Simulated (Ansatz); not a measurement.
## Ansatz (development build ahead of 0.2.0) run

```yaml
crystal:
  periodic: [false, false, false]
  atoms:
    - { symbol: Al, position_ang: [0.0, 0.0, 0.0] }
    - { symbol: F, position_ang: [0.0, 1.6447, 0.0] }
    - { symbol: F, position_ang: [1.4244, -0.8224, 0.0] }
    - { symbol: F, position_ang: [-1.4244, -0.8224, 0.0] }
basis:
  gaussian: { orbitals: pcseg-2 }
hamiltonian:
  xc: { name: wB97X }
```

The input is written out in the form of the current development build from the run's settings.

Output:

- Converged: yes
- Total energy: -542.26698 hartree
- Spin squared of the determinant: 0.000
- Stability test: minimum among restricted orbitals
